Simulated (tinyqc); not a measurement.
Worked calculation: Born-Oppenheimer dynamics on the RHF/sto-3g surface (energies and gradients from PySCF), for H2O, spin multiplicity 1. Computed by tinyqc, a small Python program that keeps every step (integrals from PySCF). Settings: charge = 0, multiplicity = 1, basis = sto-3g, time step (fs) = 2.0, steps = 16. Command: `OMP_NUM_THREADS=1 python tinyqc.py 20847 20848 out.jsonl` (the two numbers bound the seeds that draw the settings). One thread of a shared host (Intel(R) Xeon(R) Processor @ 2.60GHz), about 1 s of CPU time with the checks.

## Velocity Verlet step 1

positions (bohr):
```
            x          y          z
1O   0.064251   0.039684  -0.083148
2H  -0.028346   1.250999   1.158402
3H   0.007559  -1.256668   1.097931
```

velocities (bohr per atomic time unit):
```
               x             y             z
1O   0.000014661   0.000008506  -0.000013821
2H  -0.000148339  -0.000175494   0.000162179
3H  -0.000084339   0.000040506   0.000057179
```

gradient (hartree/bohr):
```
              x            y            z
1O  -0.00589173   0.00968522   0.09291647
2H   0.00470059  -0.10028380  -0.05501361
3H   0.00119115   0.09059857  -0.03790286
```

masses (electron masses): 1O 29156.946388, 2H 1837.152588, 3H 1837.152588

gradient after step 1 (hartree/bohr):
```
              x            y            z
1O   0.00497365  -0.00347315  -0.07043460
2H  -0.00297696   0.02025580   0.03844182
3H  -0.00199669  -0.01678266   0.03199278
```

dt = 2 fs = 82.6827 atomic units; x' = x + v dt - g dt^2 / (2m); after the new gradient g', v' = v - (g + g') dt / (2m).

positions after step 1 (bohr):
```
            x          y          z
1O   0.066154   0.039252  -0.095184
2H  -0.049357   1.423077   1.274170
3H  -0.001631  -1.421887   1.173181
```

velocities after step 1 (bohr per atomic time unit):
```
               x             y             z
1O   0.000015963  -0.000000303  -0.000045698
2H  -0.000187126   0.001625372   0.000535093
3H  -0.000066212  -0.001620571   0.000190173
```

## Velocity Verlet step 2

gradient after step 2 (hartree/bohr):
```
              x            y            z
1O   0.00597844  -0.00225196  -0.07687473
2H  -0.00407718   0.05192197   0.04240630
3H  -0.00190126  -0.04967001   0.03446843
```

As before.

positions after step 2 (bohr):
```
            x          y          z
1O   0.066890   0.039634  -0.090705
2H  -0.059290   1.519779   1.246888
3H  -0.003390  -1.524654   1.129379
```

velocities after step 2 (bohr per atomic time unit):
```
               x             y             z
1O   0.000000434   0.000007815   0.000163170
2H  -0.000028387   0.000001159  -0.001284229
3H   0.000021503  -0.000125189  -0.001305401
```

## Energy conservation

The total energy should stay constant up to terms of order dt^2; the step counts as short enough if it moves by less than 2 % of the largest kinetic energy.

Trajectory:

| time (fs) | 1O-2H (angstrom) | potential (hartree) | kinetic (hartree) | total (hartree) |
|---|---|---|---|---|
| 0.000000 | 0.919201 | -74.95014929 | 0.00009068 | -74.95005861 |
| 2.000000 | 1.032024 | -74.96172379 | 0.00520572 | -74.95651806 |
| 4.000000 | 1.057813 | -74.95761761 | 0.00348488 | -74.95413273 |
| 6.000000 | 0.947109 | -74.96139296 | 0.00383161 | -74.95756135 |
| 8.000000 | 0.947653 | -74.95915603 | 0.00227336 | -74.95688266 |
| 10.000000 | 1.050993 | -74.95657454 | 0.00265934 | -74.95391520 |
| 12.000000 | 1.026402 | -74.96290344 | 0.00656204 | -74.95634140 |
| 14.000000 | 0.924452 | -74.95210703 | 0.00126067 | -74.95084636 |
| 16.000000 | 1.027138 | -74.96091263 | 0.00396891 | -74.95694373 |
| 18.000000 | 1.054488 | -74.95733677 | 0.00282102 | -74.95451575 |
| 20.000000 | 0.954095 | -74.96344481 | 0.00525599 | -74.95818882 |
| 22.000000 | 0.949664 | -74.95904269 | 0.00253926 | -74.95650344 |
| 24.000000 | 1.041474 | -74.95563300 | 0.00175587 | -74.95387714 |
| 26.000000 | 1.020804 | -74.96227950 | 0.00619247 | -74.95608702 |
| 28.000000 | 0.932104 | -74.95491426 | 0.00307272 | -74.95184154 |
| 30.000000 | 1.016839 | -74.96081899 | 0.00370987 | -74.95710912 |
| 32.000000 | 1.050114 | -74.95622323 | 0.00164542 | -74.95457781 |

The total energy moves within 8.1e-03 hartree; that is over 2 % of the largest kinetic energy, so the time step is too long.
